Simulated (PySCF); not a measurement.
Level of theory: PySCF, B3LYP, basis S def2-TZVP, O def2-TZVP, F def2-TZVP (no relativity, density fitting). Open shells, if any, are unrestricted.

Question: What shape and geometry does isolated singlet SOF₂ take (every ligand bound to S)?

Answer: Counting electrons, sulfur keeps 2 of its valence electrons outside its bonds, so the VSEPR class is AX3E1 and the expected shape is trigonal pyramidal; with unlike ligands the computed point group is Cs. The lowest minimum found is a singlet of Cs symmetry with S–F 1.606 Å (×2), S–O 1.424 Å; F–S–F 93.1°, F–S–O 106.5° (×2). Its harmonic wavenumbers are 360 (a'), 384 (a''), 515 (a'), 718 (a''), 788 (a'), 1341 (a') cm⁻¹ and its dipole moment is 1.72 D.

This need not be the most stable arrangement of these atoms.
